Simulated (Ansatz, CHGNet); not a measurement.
For hcp Ti, the machine-learned potential CHGNet-r²SCAN (trained on r²SCAN data) gives:

```
Item                   Value
-------------------  -------
lattice parameter a  2.910 Å
lattice parameter c  4.741 Å
```

Problem. What does PBE0 in Ansatz (PAW) give for the same quantities?

Solution. 
- lattice constant a: 2.921 Å (rises by 0.4 %)
- lattice parameter c: 4.649 Å (drops by 1.9 %)

For comparison: lattice constant a 2.950 Å (measured, 293 K, no zero-point or thermal correction; as tabulated in Wikipedia's data pages); lattice parameter c 4.683 Å (measured, 293 K, not corrected to a static lattice; as tabulated in Wikipedia's data pages).

Changes are worked out from the printed values.

Unless a cell is named, each level is at its own relaxed cell (CHGNet-r²SCAN 17.38, PBE0 17.17 Å³/atom).

The crystal itself was run without spin with PBE0; a magnetic state was not tried in these runs.

Ansatz's density-functional and Hartree–Fock values are scalar-relativistic unless marked +SOC, with PAW data made under PBE.

Ansatz is a first-principles code.
